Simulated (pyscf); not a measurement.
**Routes from H₃Si–PH–SiH₃**

Candidate steps break at most two bonds and form at most two. Each was searched with GFN2-xTB (tblite) first. Single points on ωB97X-D3(BJ)/def2-SVP structures (PySCF, gas phase). MP2 and CC: frozen core, UHF for open shells. ΔMP2 is the change of the MP2 total energy from the triple- to the quadruple-zeta basis. Energies: CCSD(T)/def2-TZVPP + ΔMP2(QZVPP), kJ/mol, from the reactant's lowest minimum found, singlet surface; ΔG‡ with ideal gas, 1 atm, RRHO with modes under 100 cm⁻¹ raised to 100, one conformer, R ln 2 for chiral ones without a mode under 150 cm⁻¹.

```json
[
 {"products": "SiH₄ + H₂Si=PH", "type": "elimination", "ΔE‡": "227.8", "ΔE": "+163.2", "ΔG‡ 298 K": "226.5", "ΔG‡ 900 K": "236.8", "ν‡ (cm⁻¹)": "388i"},
 {"products": "H₃Si–SiH₂–PH₂", "type": "concerted two-bond exchange", "ΔE‡": "334.8", "ΔE": "+22.0", "ΔG‡ 298 K": "329.6", "ΔG‡ 900 K": "334.4", "ν‡ (cm⁻¹)": "777i"}
]
```

Plain bond fissions and candidates not yet searched are not listed, and one of them may be faster. Each barrier is that of the saddle found; lower ones may exist. The CCSD(T) − MP2 part came from Ansatz, without density fitting, on the same reference.
